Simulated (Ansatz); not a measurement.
Species: CH3S, SMILES `C[S]` (charge 0, multiplicity 2).

### Question
Give a relaxed geometry from B3LYP-D3(BJ)/def2-TZVP in Ansatz (an electronic-structure program).

### Answer
the end point of this relaxation (outside a Z-matrix the atoms follow the SMILES, hydrogens last).
Bonds (Å): C1–S2 1.797, C1–H3 1.095, C1–H4 1.089, C1–H5 1.089. Angles (°): S2–C1–H3 106.4, S2–C1–H4 111.7, S2–C1–H5 111.7, H3–C1–H4 107.9, H3–C1–H5 107.9, H4–C1–H5 110.9.
